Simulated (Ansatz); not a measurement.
# Pyrite RuS2

Method: PBEsol (PAW; Ansatz, a quantum-chemistry and plane-wave program).

Settings: plane-wave cutoff 520 eV, 6×6×6 k mesh, Fermi–Dirac smearing 0.01 eV, no spin polarisation, scalar-relativistic PAW data made under PBE.

Cell: relaxed at this level.

```json
{
 "lattice_constant_a": "5.580 Å",
 "band_gap": "0.48 eV",
 "smallest_direct_gap_on_the_k_points_sampled": "0.75 eV"
}
```

Measured, for comparison: lattice constant a 5.61 Å (temperature not stated, no zero-point or thermal correction; as tabulated in Wikipedia's data pages). Computed (rounded) less measured: lattice constant a -0.5 %. A static lattice is as a rule a little smaller and stiffer than an uncorrected measurement, which narrows the difference in the lattice constant a and would widen misses of the other sign.

Spin–orbit coupling is not included.

The computed numbers hold no vibrational or temperature effects.
